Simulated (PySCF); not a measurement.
# Working out the ionisation energy of F

F [He] 2s2 2p5 (2P) → F+ [He] 2s2 2p4 (3P). Calculation: PySCF 2.14, in x2c-TZVPall (5s3p2d1f, 31 functions); scalar relativity by spin-free X2C-1e. Frozen: 1s2. Energies in hartree (1 hartree = 27.21139 eV):

```
            part   F (lower)  F+ (upper)
             UHF  -99.498859  -98.924060
CCSD correlation   -0.210004   -0.156640
             (T)   -0.003440   -0.001904
```

Task: What does Hartree-Fock give?

Result: (-98.924060) − (-99.498859) = 0.574799 hartree = 15.641 eV.

Task: What do CCSD and CCSD(T) give?

Result: The CCSD correlation energies differ by 0.053364 hartree = 1.452 eV and the triples by 0.001536 hartree = 0.042 eV, so CCSD gives 17.093 eV and CCSD(T) 17.135 eV.

Measured between the centres of the two terms (NIST): 17.427 eV, so CCSD(T) (valence) is off by -0.292 eV.

What remains against the reference includes basis incompleteness, the frozen core and higher excitations.
